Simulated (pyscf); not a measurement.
Optimised with ωB97X-D3(BJ)/def2-SVP in PySCF.

### Question
What is the homolytic dissociation enthalpy (298 K, ωB97M-D3(BJ)/def2-TZVP) of the Cr–O bond of O=Cr(=O)(OH)–F, to [O=Cr(=O)–F]• + OH•?

### Answer
Cr–O to [O=Cr(=O)–F]• + OH•: 3.13 eV. The 7 functionals that were run give +2.75 (M06-2X) to +4.00 eV (PBE). The radicals are drawn with the spin at the cut bond; how far it spreads was not checked. Other isomers of [O=Cr(=O)–F]• were not searched in full and may lie lower. Left out: the spin-orbit lowering of OH. Open-shell species with a d-block atom are single-reference here; other states, and whether the spin sits on metal or ligand, were not checked.
